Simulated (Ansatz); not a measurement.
# C2HFO: one species, many methods

One table from this session's results is given with a row withheld; the runs are named, their logs left out.

Method: functionals in def2-TZVPP, the program's frozen cores in correlated methods; program: Ansatz 0.2.0, Gaussian basis.

Levels to be run: LDA (SPW92), PBE-D4, revPBE-D4, BLYP-D4, r2SCAN-D4, B97M-V, PBE0-D4, B3LYP-D4, r2SCANh-D4, r2SCAN0-D4, HSE06-D4, BHLYP-D4, CAM-B3LYP-D4, LC-ωPBE, ωB97X-V, ωB97M-V, B2PLYP, PBE-QIDH; CCSD(T)/def2-SVP; CCSD(T)/def2-TZVPP; MP2/def2-QZVPP; extrapolation to the limit; RPA on PBE.

## The relaxed structure

The geometry comes from an earlier relaxation with PBE0-D4 in a triple-zeta def2 set; it is a stationary point.

5 atoms, charge 0, spin multiplicity 1.

Atoms are counted from 1 here; the program's logs count them from 0.

Bond lengths: O1–C2 1.159 Å, C2–C3 1.316 Å, C3–F4 1.346 Å, C3–H5 1.079 Å. Angles: O1–C2–C3 178.0°, C2–C3–F4 120.6°, C2–C3–H5 121.6°, F4–C3–H5 117.8°.

Set-up of the first run:

in.yaml

```yaml
crystal:
  periodic: [false, false, false]
  atoms:
    - {symbol: O, position_ang: [0.655559, -1.319672, 1.315604]}
    - {symbol: C, position_ang: [0.280083, -0.546635, 0.538284]}
    - {symbol: C, position_ang: [-0.115043, 0.360843, -0.328898]}
    - {symbol: F, position_ang: [-1.117790, 0.097454, -1.187304]}
    - {symbol: H, position_ang: [0.346992, 1.334409, -0.379084]}
basis:
  gaussian: {orbitals: def2-TZVPP}
hamiltonian: {xc: lda}
output: {orbitals: {seedname: orbitals}}
```

Launch:

```sh
$ ansatz run in.yaml --threads 2 --pin off --events-out ev --progress --plain --max-ram 4352MiB
```

Among the steps run: LDA; PBE-D4 (GGA); revPBE-D4 (GGA); BLYP-D4 (GGA); r2SCAN-D4 (meta-GGA); B97M-V (meta-GGA); PBE0-D4 (hybrid); B3LYP-D4 (hybrid); r2SCANh-D4 (hybrid); r2SCAN0-D4 (hybrid); HSE06-D4 (hybrid); BHLYP-D4 (hybrid); CAM-B3LYP-D4 (range-separated); LC-ωPBE (range-separated); ωB97X-V (range-separated); ωB97M-V (range-separated); B2PLYP (double hybrid); PBE-QIDH (double hybrid).

One of the session's tables, all rows but one given; the rest of the session is left out.

It belongs to the step «Frontier levels by functional». 

| functional | HOMO (eV) | LUMO (eV) | gap (eV) |
| --- | --- | --- | --- |
| LDA (SPW92) | -5.84 | -3.56 | 2.28 |
| PBE-D4 | -5.63 | -3.26 | 2.37 |
| revPBE-D4 | -5.55 | -3.15 | 2.41 |
| BLYP-D4 | -5.54 | -3.14 | 2.40 |
| r2SCAN-D4 | -5.88 | -3.04 | 2.84 |
| B97M-V | -5.94 | -2.84 | 3.10 |
| PBE0-D4 | -6.99 | -2.11 | 4.88 |
| B3LYP-D4 | -6.79 | -2.39 | 4.40 |
| r2SCANh-D4 | -6.39 | -2.62 | 3.78 |
| r2SCAN0-D4 | -7.16 | -1.98 | 5.18 |
| HSE06-D4 | -6.58 | -2.50 | 4.09 |
| BHLYP-D4 | -8.27 | -0.86 | 7.41 |
| CAM-B3LYP-D4 | -8.40 | -0.89 | 7.51 |
| LC-ωPBE | -9.69 | 0.42 | 10.11 |
| ωB97X-V | -9.32 | 0.35 | 9.67 |
| ωB97M-V | ? | ? | ? |

Estimate the missing values for ωB97M-V.

**Answer.** HOMO (eV): -9.23; LUMO (eV): 0.26; gap (eV): 9.49. In the column «HOMO (eV)» it lies between ωB97X-V (-9.32) and CAM-B3LYP-D4 (-8.40).
